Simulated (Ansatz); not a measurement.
**Worked example: correlation energy of HSiAl, triplet**

Geometry: displaced at random from a stationary point.

```xyz
3

Si    0.0809   -0.0396    1.1598
Al   -0.0840   -0.0070   -1.2189
H    -0.0073    1.2901    0.3132
```

Basis cc-pVDZ; Ansatz 0.2.0. Correlated methods freeze the noble-gas cores, which leaves 8 electrons in 31 orbitals. R marks a restricted (for open shells ROHF) determinant, U an unrestricted one.

Full CI isn't at hand for all of this; UCCSDT(Q) serves as the reference, and is uncertain by the last step of the cluster series or more.

UCCSD has a T1 diagnostic of 0.037 and a largest doubles amplitude of 0.08.

Runs differ by some tens of microhartree through their thresholds and, for an open shell, their frozen cores, so steps under 0.03 kcal/mol mean nothing.

| level | total energy (hartree) |
| --- | --- |
| UHF | -531.357163 |
| UMP2 | -531.475000 |
| UCCSD | -531.510124 |
| UCCSD(T) | -531.516555 |
| UCCSDT | -531.518191 |
| UCCSDT(Q) | -531.518634 |

Question: What is the correlation energy at UCCSDT(Q), and what share of it do UMP2 and UCCSD(T) recover?

Answer: E(corr) = -531.518634 − (-531.357163) = -0.161471 hartree = -4.394 eV. UMP2: -0.117837 / -0.161471 = 72.98 %. UCCSD(T): -0.159392 / -0.161471 = 98.71 %.

Question: By how many kcal/mol does UCCSD(T) miss UCCSDT(Q) (1 hartree = 627.509 kcal/mol), and which steps make up the rest?

Answer: -531.516555 − (-531.518634) = 0.002079 hartree = 1.30 kcal/mol. Steps: UCCSDT − UCCSD(T) = -1.03, UCCSDT(Q) − UCCSDT = -0.28 kcal/mol. Differences between like states or geometries often cancel part of this.
